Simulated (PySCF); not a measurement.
A species of formula C3H4F2O has this rotational fingerprint, computed with PBE0-D3(BJ)/def2-SVP geometry optimisation, gas phase in PySCF:

- Rotational constants: A = 4381, B = 3204, C = 2211 MHz
- Dipole components: |μa| = 0.64 D, |μb| = 0.96 D, |μc| = 1.71 D
- Inertial defect: -44.50 u·Å²
- κ: -0.09

Problem. Which candidate fits, each taken in the one conformer that was computed?
A. `[O:1]=[CH:2][C@@H:3]([F:4])[CH2:5][F:6]` with O1–C2–C3–F4 177°, C2–C3–C5–F6 -55°
B. `[O:1]=[CH:2][CH2:3][CH:4]([F:5])[F:6]` with O1–C2–C3–C4 136°, C2–C3–C4–F5 175°
C. `[CH3:1][C:2](=[O:3])[CH:4]([F:5])[F:6]` with C1–C2–C4–F5 -62°
D. `[F:1]/[CH:2]=[CH:3]/[O:4][CH2:5][F:6]` with C2–C3–O4–C5 1°, C3–O4–C5–F6 178°

Solution. A. It is O=C[C@@H](F)CF, an asymmetric top, point group C1. The candidates at the same level (rigid rotor, commonest isotopes):

```tsv
SMILES	A (MHz)	B (MHz)	C (MHz)	μa (D)	μb (D)	μc (D)	Δ (u·Å²)	point group	rotor
CC(=O)C(F)F	5098	2746	2640	0.21	1.08	0.27	-91.71	near Cs	near-prolate asymmetric top
O=CCC(F)F	8664	1935	1660	0.74	0.10	0.10	-15.09	C1	near-prolate asymmetric top
O=C[C@@H](F)CF	4381	3204	2211	0.64	0.96	1.71	-44.50	C1	asymmetric top
F/C=C/OCF	16744	1463	1357	0.22	1.27	0.06	-3.37	–	near-prolate asymmetric top
```

`F/C=C/OCF` has A 282 % too high; `CC(=O)C(F)F` has C 19 % too high; `O=CCC(F)F` has A 98 % too high. No structure here is proved a minimum.
